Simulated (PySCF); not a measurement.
# H2O3 (trioxidane) at CCSDT/STO-6G

Aim: the vertical ionisation energy of H2O3 (trioxidane) at CCSDT/STO-6G, from 2 runs. Input form: a Python script.

Program for the calculation: PySCF 2.14.0.

5 further runs of the same task are left out: 5 set aside as unsound or not needed.

## 1. The structure to begin with

H2O3: 5 atoms, total charge 0, spin state singlet. As SMILES, `OOO`. The shape is that of a PBE0-D4/def2-TZVP optimisation. This is a higher conformer, about 11 kJ/mol above the lowest found by a separate search.

Bond lengths: O1–O2 1.403 Å, O2–O3 1.403 Å, O1–H4 0.968 Å, O3–H5 0.968 Å. Angles: O1–O2–O3 108.0°, O2–O1–H4 102.8°, O2–O3–H5 102.8°.

## 2. A single-point energy at CCSDT/STO-6G

The input, calc.py:

```python
from pyscf import gto, scf, cc

molecule = gto.Mole()
molecule.atom = [
    ('O', (-0.968320, -0.699970, -0.146130)),
    ('O', (-0.133650, -0.043580, 0.770240)),
    ('O', (1.173090, -0.066850, 0.261080)),
    ('H', (-1.310410, 0.028200, -0.685190)),
    ('H', (1.239280, 0.782200, -0.199990)),
]
molecule.max_memory = 1860
molecule.verbose = 4
molecule.basis = 'sto-6g'
molecule.spin = 0
molecule.build()

mf = scf.RHF(molecule)
mf.conv_tol = 1e-10
mf.kernel()
if not mf.converged:
    mf = mf.newton().run(mf.mo_coeff, mf.mo_occ)

mycc = cc.CCSDT(mf, frozen=3)
mycc.kernel()
e_tot = mycc.e_tot
print('E(%s) = %.9f' % ('CCSDT', e_tot))
```

Command:

```bash
$ OMP_NUM_THREADS=1 python calc.py
```

The program printed:

```text
PySCF version 2.14.0

[INPUT] num. atoms = 5
[INPUT] num. electrons = 26
[INPUT] charge = 0
[INPUT] spin (= nelec alpha-beta = 2S) = 0
[INPUT] symmetry False subgroup None
[INPUT] Mole.unit = angstrom
[INPUT] Symbol           X                Y                Z      unit          X                Y                Z       unit  Magmom
[INPUT]  1 O     -0.968320000000  -0.699970000000  -0.146130000000 AA   -1.829859600939  -1.322751595412  -0.276145678583 Bohr   0.0
[INPUT]  2 O     -0.133650000000  -0.043580000000   0.770240000000 AA   -0.252561896548  -0.082354264509   1.455542650185 Bohr   0.0
[INPUT]  3 O      1.173090000000  -0.066850000000   0.261080000000 AA    2.216818819466  -0.126328191427   0.493369696601 Bohr   0.0
[INPUT]  4 H     -1.310410000000   0.028200000000  -0.685190000000 AA   -2.476316010891   0.053290276713  -1.294821443291 Bohr   0.0
[INPUT]  5 H      1.239280000000   0.782200000000  -0.199990000000 AA    2.341899791651   1.478143774635  -0.377926327652 Bohr   0.0

nuclear repulsion = 79.855181698078
number of shells = 11
number of NR pGTOs = 102
number of NR cGTOs = 17
basis = sto-6g
ecp = {}

******** <class 'pyscf.scf.hf.RHF'> ********
method = RHF
initial guess = minao
damping factor = 0
level_shift factor = 0
DIIS = <class 'pyscf.scf.diis.CDIIS'>
diis_start_cycle = 1
diis_space = 8
diis_damp = 0
SCF conv_tol = 1e-10
SCF conv_tol_grad = None
SCF max_cycles = 50
direct_scf = True
direct_scf_tol = 1e-13
Set gradient conv threshold to 1e-05
Initial guess from minao.
init E= -224.810664899603
  HOMO = -0.287963500929896  LUMO = 0.116645570543475  gap/eV = 11.00997
cycle= 1 E= -224.661066034734  delta_E= 0.15  |g|= 0.322  |ddm|= 2.98
  HOMO = -0.338031942391773  LUMO = 0.454714781026923  gap/eV = 21.57174
cycle= 2 E= -224.702077283901  delta_E= -0.041  |g|= 0.0832  |ddm|= 0.513
  HOMO = -0.367928231378937  LUMO = 0.434512365207005  gap/eV = 21.83552
cycle= 3 E= -224.704769123103  delta_E= -0.00269  |g|= 0.0225  |ddm|= 0.116
  HOMO = -0.380593777010871  LUMO = 0.423044626463645  gap/eV = 21.86811
cycle= 4 E= -224.705032305685  delta_E= -0.000263  |g|= 0.00365  |ddm|= 0.0423
  HOMO = -0.379016614819935  LUMO = 0.424480736591075  gap/eV = 21.86428
cycle= 5 E= -224.705041774691  delta_E= -9.47e-06  |g|= 0.000836  |ddm|= 0.00841
  HOMO = -0.378907604241208  LUMO = 0.424572308339671  gap/eV = 21.86380
cycle= 6 E= -224.705042434465  delta_E= -6.6e-07  |g|= 0.000161  |ddm|= 0.0028
  HOMO = -0.378939237760474  LUMO = 0.42450317934974  gap/eV = 21.86278
cycle= 7 E= -224.705042459725  delta_E= -2.53e-08  |g|= 3.91e-05  |ddm|= 0.000547
  HOMO = -0.378933416104795  LUMO = 0.424503021806104  gap/eV = 21.86262
cycle= 8 E= -224.70504246142  delta_E= -1.7e-09  |g|= 8.7e-06  |ddm|= 0.00015
  HOMO = -0.378932090760466  LUMO = 0.424502728556225  gap/eV = 21.86258
cycle= 9 E= -224.705042461513  delta_E= -9.26e-11  |g|= 1.36e-06  |ddm|= 3.89e-05
  HOMO = -0.378932002962423  LUMO = 0.424503089959572  gap/eV = 21.86258
Extra cycle  E= -224.705042461514  delta_E= -1.36e-12  |g|= 6.17e-07  |ddm|= 2.76e-06
converged SCF energy = -224.705042461514

******** <class 'pyscf.cc.rccsdt.RCCSDT'> ********
RCCSDT nocc = 10, nmo = 14
Allocating only the i<=j<=k part of the T3 amplitude in memory
frozen orbitals 3
max_cycle = 50
conv_tol = 1e-07
conv_tol_normt = 1e-06
diis with the T3 amplitude
diis_space = 6
diis_start_cycle = 0
diis_start_energy_diff = 1e+09
einsum_backend: numpy
_make_eris_incore_RCCSDT
blksize  8    blksize_oovv  4    blksize_oooo  4    blksize_vvvv  1

WARN: A large `blksize` is being used, which may cause large memory consumption
      for storing contraction intermediates. If memory is sufficient, consider using
      `pyscf.cc.rccsdt_highm.RCCSDT` instead.

Approximate memory usage estimate
    T3 memory                 110 KB
    R3 memory                 110 KB
    Symmetrized T3 memory    55.0 KB
    ERIs memory               300 KB
    T1-ERIs memory            300 KB
    Intermediates memory      300 KB
    Block workspace           112 KB
    T3 einsum buffer          112 KB
Init t2, MP2 energy = -224.823191435026  E_corr(MP2) -0.118148973512
Init E_corr(RCCSDT) = -0.11814897351223
cycle =  1  E_corr(RCCSDT) = -0.144776178773  dE = -2.662720526032e-02  norm(d tamps) = 6.55396683e-02
cycle =  2  E_corr(RCCSDT) = -0.154741408205  dE = -9.965229431971e-03  norm(d tamps) = 2.84500418e-02
cycle =  3  E_corr(RCCSDT) = -0.160194885676  dE = -5.453477471027e-03  norm(d tamps) = 1.43228029e-02
cycle =  4  E_corr(RCCSDT) = -0.162148188933  dE = -1.953303257076e-03  norm(d tamps) = 6.89211985e-03
cycle =  5  E_corr(RCCSDT) = -0.162053787835  dE =  9.440109723141e-05  norm(d tamps) = 2.11699162e-03
cycle =  6  E_corr(RCCSDT) = -0.162061724718  dE = -7.936882725101e-06  norm(d tamps) = 7.38401158e-04
cycle =  7  E_corr(RCCSDT) = -0.162073834174  dE = -1.210945552330e-05  norm(d tamps) = 3.52381026e-04
cycle =  8  E_corr(RCCSDT) = -0.162073714860  dE =  1.193141229705e-07  norm(d tamps) = 1.44605801e-04
cycle =  9  E_corr(RCCSDT) = -0.162073865178  dE = -1.503180810658e-07  norm(d tamps) = 6.75654266e-05
cycle = 10  E_corr(RCCSDT) = -0.162074791760  dE = -9.265819293780e-07  norm(d tamps) = 2.92475408e-05
cycle = 11  E_corr(RCCSDT) = -0.162075291819  dE = -5.000595575677e-07  norm(d tamps) = 1.24506330e-05
cycle = 12  E_corr(RCCSDT) = -0.162075611595  dE = -3.197754495365e-07  norm(d tamps) = 5.56730193e-06
cycle = 13  E_corr(RCCSDT) = -0.162075751189  dE = -1.395941231497e-07  norm(d tamps) = 2.78145200e-06
cycle = 14  E_corr(RCCSDT) = -0.162075815683  dE = -6.449385808738e-08  norm(d tamps) = 1.48322631e-06
cycle = 15  E_corr(RCCSDT) = -0.162075792760  dE =  2.292278766802e-08  norm(d tamps) = 5.08496660e-07
RCCSDT converged
E(RCCSDT) = -224.8671182542738   E_corr = -0.1620757927597254
E_corr(same-spin) = -0.0108702397644434
E_corr(oppo-spin) = -0.151205552995282
E(CCSDT) = -224.867118254
```

It took 1.7 s on 1 thread of Arm Neoverse V1, shared host; peak memory 0.1 GiB.

## 3. The doublet cation, same level

The input, input.xyz:

```xyz
5

O     -0.968320    -0.699970    -0.146130
O     -0.133650    -0.043580     0.770240
O      1.173090    -0.066850     0.261080
H     -1.310410     0.028200    -0.685190
H      1.239280     0.782200    -0.199990
```

The input, job.py:

```python
from pyscf import gto, cc

mol = gto.Mole()
mol.atom = 'input.xyz'
mol.spin = 1
mol.max_memory = 1860
mol.charge = 1
mol.verbose = 4
mol.basis = 'sto-6g'
mol.build()

hf = mol.UHF()
hf.conv_tol = 1e-10
hf.kernel()
if not hf.converged:
    hf = hf.newton().run(hf.mo_coeff, hf.mo_occ)

mycc = cc.CCSDT(hf, frozen=3)
mycc.kernel()
energy = mycc.e_tot
print('E = %.10f Eh' % energy)
```

Command:

```bash
$ OMP_NUM_THREADS=1 python job.py
```

The program printed:

```text
PySCF version 2.14.0

[INPUT] num. atoms = 5
[INPUT] num. electrons = 25
[INPUT] charge = 1
[INPUT] spin (= nelec alpha-beta = 2S) = 1
[INPUT] symmetry False subgroup None
[INPUT] Mole.unit = angstrom
[INPUT] Symbol           X                Y                Z      unit          X                Y                Z       unit  Magmom
[INPUT]  1 O     -0.968320000000  -0.699970000000  -0.146130000000 AA   -1.829859600939  -1.322751595412  -0.276145678583 Bohr   0.0
[INPUT]  2 O     -0.133650000000  -0.043580000000   0.770240000000 AA   -0.252561896548  -0.082354264509   1.455542650185 Bohr   0.0
[INPUT]  3 O      1.173090000000  -0.066850000000   0.261080000000 AA    2.216818819466  -0.126328191427   0.493369696601 Bohr   0.0
[INPUT]  4 H     -1.310410000000   0.028200000000  -0.685190000000 AA   -2.476316010891   0.053290276713  -1.294821443291 Bohr   0.0
[INPUT]  5 H      1.239280000000   0.782200000000  -0.199990000000 AA    2.341899791651   1.478143774635  -0.377926327652 Bohr   0.0

nuclear repulsion = 79.855181698078
number of shells = 11
number of NR pGTOs = 102
number of NR cGTOs = 17
basis = sto-6g
ecp = {}

******** <class 'pyscf.scf.uhf.UHF'> ********
method = UHF
initial guess = minao
damping factor = 0
level_shift factor = 0
DIIS = <class 'pyscf.scf.diis.CDIIS'>
diis_start_cycle = 1
diis_space = 8
diis_damp = 0
SCF conv_tol = 1e-10
SCF conv_tol_grad = None
SCF max_cycles = 50
direct_scf = True
direct_scf_tol = 1e-13
number electrons alpha = 13  beta = 12
Set gradient conv threshold to 1e-05
init E= -224.810664899603
[... the frontier-level lines of each cycle are left out ...]

cycle= 1 E= -224.266044902733  delta_E= 0.545  |g|= 0.398  |ddm|= 2.12
cycle= 2 E= -224.356361540796  delta_E= -0.0903  |g|= 0.208  |ddm|= 0.662
cycle= 3 E= -224.390320676918  delta_E= -0.034  |g|= 0.0634  |ddm|= 0.244
cycle= 4 E= -224.400784534217  delta_E= -0.0105  |g|= 0.0293  |ddm|= 0.188
cycle= 5 E= -224.403555747123  delta_E= -0.00277  |g|= 0.0105  |ddm|= 0.126
cycle= 6 E= -224.403845371988  delta_E= -0.00029  |g|= 0.00876  |ddm|= 0.028
cycle= 7 E= -224.404365623298  delta_E= -0.00052  |g|= 0.00594  |ddm|= 0.0694
cycle= 8 E= -224.404686815144  delta_E= -0.000321  |g|= 0.00382  |ddm|= 0.0747
cycle= 9 E= -224.404765842318  delta_E= -7.9e-05  |g|= 0.00198  |ddm|= 0.0348
cycle= 10 E= -224.40478698865  delta_E= -2.11e-05  |g|= 0.00166  |ddm|= 0.0158
cycle= 11 E= -224.40480178899  delta_E= -1.48e-05  |g|= 0.000665  |ddm|= 0.017
cycle= 12 E= -224.404804755057  delta_E= -2.97e-06  |g|= 0.000262  |ddm|= 0.00609
cycle= 13 E= -224.404805202677  delta_E= -4.48e-07  |g|= 0.000105  |ddm|= 0.00382
cycle= 14 E= -224.404805241842  delta_E= -3.92e-08  |g|= 5.83e-05  |ddm|= 0.000808
cycle= 15 E= -224.404805260575  delta_E= -1.87e-08  |g|= 3.23e-05  |ddm|= 0.000545
cycle= 16 E= -224.404805266606  delta_E= -6.03e-09  |g|= 1.17e-05  |ddm|= 0.000294
cycle= 17 E= -224.404805267192  delta_E= -5.85e-10  |g|= 4.05e-06  |ddm|= 8.93e-05
cycle= 18 E= -224.404805267241  delta_E= -4.95e-11  |g|= 1.42e-06  |ddm|= 3.25e-05
Extra cycle  E= -224.404805267244  delta_E= -2.67e-12  |g|= 7.43e-07  |ddm|= 2.22e-06
converged SCF energy = -224.404805267244  <S^2> = 0.79438914  2S+1 = 2.0439072

******** <class 'pyscf.cc.uccsdt.UCCSDT'> ********
UCCSDT nocc = (np.int64(10), np.int64(9)), nmo = (14, 14)
Allocating only the i<=j<=k part of the T3 amplitude in memory
frozen orbitals 3
max_cycle = 50
conv_tol = 1e-07
conv_tol_normt = 1e-06
diis with the T3 amplitude
diis_space = 6
diis_start_cycle = 0
diis_start_energy_diff = 1e+09
einsum_backend: numpy
_make_eris_incore_UCCSDT
blksize_o_aaa     8    blksize_v_aaa     5
blksize_o_aab     8    blksize_v_aab     5

WARN: A large `blksize_v_aaa` is being used, which may cause large memory consumption
      for storing contraction intermediates. If memory is sufficient, consider using
      `pyscf.cc.uccsdt_highm.UCCSDT` instead.

WARN: A large `blksize_v_aab` is being used, which may cause large memory consumption
      for storing contraction intermediates. If memory is sufficient, consider using
      `pyscf.cc.uccsdt_highm.UCCSDT` instead.

Approximate memory usage estimate
    T3 memory                 218 KB
    R3 memory                 218 KB
    ERIs memory               900 KB
    T1-ERIs memory            900 KB
    Intermediates memory      900 KB
    Block workspace           781 KB
Init t2, MP2 energy = -0.115680790916856
Init E_corr(UCCSDT) = -0.115680790917423
cycle =  1  E_corr(UCCSDT) = -0.140003786123  dE = -2.432299520542e-02  norm(d tamps) = 9.49227848e-02
cycle =  2  E_corr(UCCSDT) = -0.152424553081  dE = -1.242076695856e-02  norm(d tamps) = 5.77076088e-02
cycle =  3  E_corr(UCCSDT) = -0.163074717468  dE = -1.065016438636e-02  norm(d tamps) = 4.11254874e-02
cycle =  4  E_corr(UCCSDT) = -0.169463143486  dE = -6.388426018623e-03  norm(d tamps) = 2.63073720e-02
cycle =  5  E_corr(UCCSDT) = -0.169980126707  dE = -5.169832206589e-04  norm(d tamps) = 1.40202222e-02
cycle =  6  E_corr(UCCSDT) = -0.170530049435  dE = -5.499227281588e-04  norm(d tamps) = 8.26018457e-03
cycle =  7  E_corr(UCCSDT) = -0.171124374281  dE = -5.943248458427e-04  norm(d tamps) = 6.22927537e-03
cycle =  8  E_corr(UCCSDT) = -0.171095381239  dE =  2.899304203416e-05  norm(d tamps) = 5.01796895e-03
cycle =  9  E_corr(UCCSDT) = -0.171186385508  dE = -9.100426849701e-05  norm(d tamps) = 4.53591618e-03
cycle = 10  E_corr(UCCSDT) = -0.171238723363  dE = -5.233785514280e-05  norm(d tamps) = 4.10650832e-03
cycle = 11  E_corr(UCCSDT) = -0.171474442407  dE = -2.357190442551e-04  norm(d tamps) = 3.53770846e-03
cycle = 12  E_corr(UCCSDT) = -0.171729983309  dE = -2.555409023928e-04  norm(d tamps) = 2.91336076e-03
cycle = 13  E_corr(UCCSDT) = -0.171892431075  dE = -1.624477661868e-04  norm(d tamps) = 2.20844604e-03
cycle = 14  E_corr(UCCSDT) = -0.171912059060  dE = -1.962798446184e-05  norm(d tamps) = 1.49303726e-03
cycle = 15  E_corr(UCCSDT) = -0.171870386417  dE =  4.167264338059e-05  norm(d tamps) = 9.52827566e-04
cycle = 16  E_corr(UCCSDT) = -0.171822180998  dE =  4.820541823045e-05  norm(d tamps) = 5.66337812e-04
cycle = 17  E_corr(UCCSDT) = -0.171820400941  dE =  1.780057826584e-06  norm(d tamps) = 3.17767703e-04
cycle = 18  E_corr(UCCSDT) = -0.171812987392  dE =  7.413548583690e-06  norm(d tamps) = 1.99878350e-04
cycle = 19  E_corr(UCCSDT) = -0.171815967000  dE = -2.979608298925e-06  norm(d tamps) = 1.12264785e-04
cycle = 20  E_corr(UCCSDT) = -0.171818580332  dE = -2.613332253348e-06  norm(d tamps) = 7.34870719e-05
cycle = 21  E_corr(UCCSDT) = -0.171820442695  dE = -1.862362123267e-06  norm(d tamps) = 5.06722105e-05
cycle = 22  E_corr(UCCSDT) = -0.171821696212  dE = -1.253516903693e-06  norm(d tamps) = 3.62535964e-05
cycle = 23  E_corr(UCCSDT) = -0.171822085185  dE = -3.889730622042e-07  norm(d tamps) = 2.81821124e-05
cycle = 24  E_corr(UCCSDT) = -0.171822275974  dE = -1.907889524699e-07  norm(d tamps) = 2.40397865e-05
cycle = 25  E_corr(UCCSDT) = -0.171822366525  dE = -9.055191796392e-08  norm(d tamps) = 2.21747510e-05
cycle = 26  E_corr(UCCSDT) = -0.171822583922  dE = -2.173961823615e-07  norm(d tamps) = 2.08028264e-05
cycle = 27  E_corr(UCCSDT) = -0.171822852968  dE = -2.690466400779e-07  norm(d tamps) = 1.89404591e-05
cycle = 28  E_corr(UCCSDT) = -0.171823398136  dE = -5.451680464841e-07  norm(d tamps) = 1.66132525e-05
cycle = 29  E_corr(UCCSDT) = -0.171823867169  dE = -4.690328263002e-07  norm(d tamps) = 1.30831402e-05
cycle = 30  E_corr(UCCSDT) = -0.171824427822  dE = -5.606532711422e-07  norm(d tamps) = 9.93600366e-06
cycle = 31  E_corr(UCCSDT) = -0.171824956888  dE = -5.290657394685e-07  norm(d tamps) = 6.89784476e-06
cycle = 32  E_corr(UCCSDT) = -0.171825245707  dE = -2.888188129213e-07  norm(d tamps) = 4.43427042e-06
cycle = 33  E_corr(UCCSDT) = -0.171825499765  dE = -2.540578410981e-07  norm(d tamps) = 3.18435590e-06
cycle = 34  E_corr(UCCSDT) = -0.171825639850  dE = -1.400847976230e-07  norm(d tamps) = 2.13610923e-06
cycle = 35  E_corr(UCCSDT) = -0.171825714395  dE = -7.454507344740e-08  norm(d tamps) = 1.52061650e-06
cycle = 36  E_corr(UCCSDT) = -0.171825755840  dE = -4.144503870651e-08  norm(d tamps) = 1.05668766e-06
cycle = 37  E_corr(UCCSDT) = -0.171825760739  dE = -4.899178174256e-09  norm(d tamps) = 7.93307281e-07
UCCSDT converged
E(UCCSDT) = -224.5766310279827   E_corr = -0.1718257607388808
E_corr(same-spin) = -0.0209968402604362
E_corr(oppo-spin) = -0.150828920478445
E = -224.5766310280 Eh
```

It took 6.9 s on 1 thread of Arm Neoverse V1, shared host; peak memory 0.12 GiB.

## 4. What came out

Level: CCSDT/STO-6G, 3 core orbitals frozen.

| quantity | value |
| --- | --- |
| singlet H2O3: total energy | -224.86712 Eh |
| singlet H2O3: dipole moment (Hartree–Fock density) | 2.91 D |
| singlet H2O3: HOMO energy (Hartree–Fock orbitals) | -10.31 eV |
| singlet H2O3: LUMO energy (Hartree–Fock orbitals) | 11.55 eV |
| singlet H2O3: HOMO–LUMO gap (Hartree–Fock orbitals) | 21.86 eV |
| singlet H2O3: correlation energy (3 core orbitals frozen) | -162.1 mEh |
| singlet H2O3: T1 diagnostic | 0.012 |
| doublet cation: total energy | -224.57663 Eh |
| doublet cation: HOMO energy (Hartree–Fock orbitals) (highest over α and β) | -21.58 eV |
| doublet cation: LUMO energy (Hartree–Fock orbitals) (lowest over α and β) | -5.15 eV |
| doublet cation: correlation energy (3 core orbitals frozen) | -171.8 mEh |
| doublet cation: ⟨S²⟩ of the reference determinant | 0.794 |
| doublet cation: T1 diagnostic | 0.053 |
| vertical ionisation energy (to the doublet cation) | 7.905 eV |

In words: Removing an electron at fixed nuclei costs 7.90 eV (182 kcal/mol). In a minimal basis such a difference can be off by several eV, whatever the method. Mulliken charges (singlet H2O3) of the mean-field density run from -0.19 on O1 to +0.21 on H4. The T1 diagnostic (doublet cation) of 0.053 is above the customary mark for such species, so a single reference may not serve. Mulliken charges (doublet cation) of the mean-field density run from -0.02 on O1 to +0.36 on H4.
